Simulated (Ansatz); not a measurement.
# AlPN (doublet): the correlation ladder, def2-TZVPP

An exercise on one series of results from a longer session: the logs are not shown, and one member is left open.

The runs use Ansatz 0.2.0, Gaussian basis; def2-TZVPP, core rule «outside noble gas», up to 11 orbitals frozen.

To be run: UHF; ROHF; CCSD(T) on UHF.

## The system

The geometry is a PBE0/def2-TZVP stationary point (not a proven minimum) of the parent state, kept for this charge and spin.

3 atoms, charge 0, spin multiplicity 2.

Atoms are counted from 1 here; the program's logs count them from 0.

Bond lengths: N1–Al2 1.817 Å, Al2–P3 2.195 Å. Angles: N1–Al2–P3 180.0°.

Set-up of the first run:

The input, in.yaml:

```yaml
crystal:
  periodic: [false, false, false]
  atoms:
    - {symbol: N, position_ang: [0.000000, 0.000000, -1.943000]}
    - {symbol: Al, position_ang: [0.000000, 0.000000, -0.126200]}
    - {symbol: P, position_ang: [0.000000, 0.000000, 2.069200]}
basis:
  gaussian: {orbitals: def2-TZVPP}
magnetization: {spin_polarized: true, initial_magnetization: 1}
hamiltonian: {xc: hf}
output: {orbitals: {seedname: orbitals}}
```

Started as:

```
$ ansatz run in.yaml --threads 1 --pin off --events-out ev --progress --plain --max-ram 4096MiB --backend cpu
```

Steps of the session up to this table: UHF; ROHF; CCSD(T) on UHF.

One of the session's tables, all rows but one given; the rest of the session is left out.

```
  method  from UCCSD(T) (meV)
    ROHF             +12395.1
     UHF                    ?
    UMP2              +1601.0
   UCCSD               +512.5
UCCSD(T)                    0
```

Q: Estimate the row for UHF from the others.

**Answer.** from UCCSD(T) (meV): +9824.8. In the column «from UCCSD(T) (meV)» it lies between UMP2 (+1601.0) and ROHF (+12395.1).

Limits of these values: The determinant is far from a pure spin state, so its energy mixes those of several spin states (harmless only where they are near-degenerate, as at dissociation).
